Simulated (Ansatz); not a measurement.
# Ligand exchange: HCl + BH(CH3)F → HF + BH(CH3)Cl

Species: HCl (hydrogen chloride), singlet; BH(CH3)F, singlet; HF (hydrogen fluoride), singlet; BH(CH3)Cl, singlet. The partners trade Cl for F: H–Cl and B–F bonds give way to H–F and B–Cl.

Shapes, held fixed at every level: PBE0-D4/def2-TZVP. Programs: Ansatz 0.2.0. The zero-point and thermal change to 298 K, harmonic and unscaled (PBE0-D4/def2-TZVP), is +3.7 kJ/mol.

| level | kind | ΔH(298 K) (kJ/mol) | less CCSD(T)/CBS estimate |
| --- | --- | --- | --- |
| HF/def2-SVP | Hartree–Fock | +71.4 | +21.9 |
| HF/def2-TZVPP | Hartree–Fock | +67.8 | +18.3 |
| SPW92/def2-TZVPP | LDA | +53.3 | +3.8 |
| PBE-D4/def2-TZVPP | GGA | +49.1 | -0.4 |
| wB97X-V/def2-TZVPP | range-separated hybrid | +56.5 | +7.0 |
| CCSD(T)/def2-SVP | coupled cluster or CI | +65.2 | +15.7 |
| CCSD/def2-TZVPP | coupled cluster or CI | +56.3 | +6.8 |
| CCSD(T)/CBS estimate | coupled cluster or CI | +49.5 | 0.0 |

The highest level, CCSD(T)/CBS estimate, gives ΔH(298 K) = +49.5 kJ/mol; the levels span +49.1 to +71.4. The column of differences is taken from that level and isn't an error. No measured value is set beside it here. The CBS estimate extrapolates MP2 from def2-TZVPP and def2-QZVPP and adds CCSD(T) − MP2 in the triple-zeta set, cores frozen.
